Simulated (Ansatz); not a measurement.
## triplet LiB: levels of theory in one basis

```xyz
2

Li    0.0000    0.0000   -1.0641
B     0.0000    0.0000    1.0641
```

Basis set: def2-SVP (spherical functions). Left uncorrelated: 1 orbital. Correlation on ROHF uses semicanonical orbitals with singles. Charge 0, multiplicity 3.

Computed with Ansatz (development build ahead of 0.2.0); each method stands on the lowest determinant of its kind that the runs found.

```csv
method,E − E(ROHF) (eV),<S²> of the determinant
ROHF,0.00,–
UHF,-0.06,2.00
ROHF-MP2,-1.32,–
UHF-MP2,-1.32,2.00
ROHF-CCSD(T),-1.86,–
UHF-CCSD(T),-1.86,2.00
```
